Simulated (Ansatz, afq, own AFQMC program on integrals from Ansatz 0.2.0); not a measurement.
AFQMC on a folder of integrals that Ansatz 0.2.0 wrote.

```yaml
crystal:
  periodic: [false, false, false]
  atoms:
    - {symbol: Si, position_ang: [0.000000, -0.047060, 0.551810]}
    - {symbol: B, position_ang: [0.000000, -0.060513, -1.363344]}
    - {symbol: H, position_ang: [0.000000, 1.171072, 1.447364]}
    - {symbol: H, position_ang: [0.000000, 0.789266, -2.200146]}
basis:
  gaussian: {orbitals: cc-pVTZ}
magnetization: {spin_polarized: true, initial_magnetization: 3}
correlation: {method: ccsd_t, electrons: outside_noble_gas, hamiltonian_folder: ham}
```

```sh
$ ansatz run in.yaml --threads 1 --pin off --events-out ev --progress --plain --max-ram 16896MiB --backend cuda --devices 0, --max-vram 18GiB
```

afq runs on the folder ham with

```
--method phaseless --trial cisd --walkers 800 --populations 20 --least-time 60 --time-step 0.005 --steps-per-block 50 --equilibration-blocks 28 --max-blocks 4000 --target-error 0.00018 --factor-cut 1e-05 --start spin_pure --seed 2067 --release-times 0.24,0.51,0.99,1.62,2.4 --release-step 0.03 --release-every 3 --taylor-order 6
```

Times are imaginary, in 1/Eh. The walk had a cap of 238 s. With eight or more populations the least sampling time is a fifth of least-time, and the error comes from their spread.

```
orbitals 86  electrons 6 3  factors 532 of 536
reference energy -314.65839645 Eh
CCSD correlation -0.18852127 Eh in 12 cycles, weight of the determinant in the CISD state 0.8840
energy of the start -314.846576 Eh
 block  time / (1/Eh)  mean weight  energy / Eh
     1     0.250  0.9997  -314.845153
     2     0.500  0.9999  -314.846440
     3     0.750  0.9997  -314.848310
     4     1.000  0.9998  -314.849733
     5     1.250  0.9996  -314.851057
    11     2.750  0.9999  -314.855255
    23     5.750  1.0000  -314.855151
    35     8.750  1.0006  -314.855379
    47    11.750  0.9996  -314.856387
    57    14.250  1.0001  -314.857580
    59    14.750  0.9998  -314.855879
    61    15.250  1.0001  -314.854570
    71    17.750  0.9994  -314.854919
    83    20.750  0.9998  -314.855335
    95    23.750  1.0004  -314.855769
   107    26.750  0.9993  -314.855453
   117    29.250  1.0002  -314.856349
error from the spread of 20 populations
released: time / (1/Eh)  energy / Eh  error  mean overlap
  0.24  -314.855742  0.000160  0.9950
  0.51  -314.855781  0.000143  0.9921
  0.99  -314.855987  0.000146  0.9892
  1.62  -314.856057  0.000133  0.9900
  2.40  -314.856350  0.000252  0.9849
energy -314.855778 +/- 0.000168 Eh
(rows thinned)
```

Problem. Estimate how long the walk took on 1 × NVIDIA H100 80GB HBM3 with 2 threads of AMD EPYC 7R13 Processor (Zen 3) (shared host) (the card was shared).

Solution. 42 s of wall time.

The run passed its tests (sampling time, drift between the halves within three errors, error under three times the target), which doesn't prove that it has relaxed.

Against this walk (error 4.6 meV) on the same determinant: CCSD(T) 37.8 meV higher, CCSDT(Q) 14.1 meV lower. The error is statistical and leaves out the bias of the constraint. The released energies are still falling (meV from the phaseless value at times in 1/Eh: 1 ± 4 at 0.24, 0 ± 4 at 0.51, -6 ± 4 at 0.99, -8 ± 4 at 1.62, -16 ± 7 at 2.40), so they give no level.

Cautions: constraint bias not in the error; lower spins were not checked.

CCSDT and higher add their correlation energy to the determinant of the CCSD(T) run, since their own runs factorise the integrals more tightly (a shift of under 2 meV). A walk keeps the symmetry of its determinant, which the program's search chose and which needn't be the lowest solution, so a lower state of the same spin and another symmetry isn't excluded.
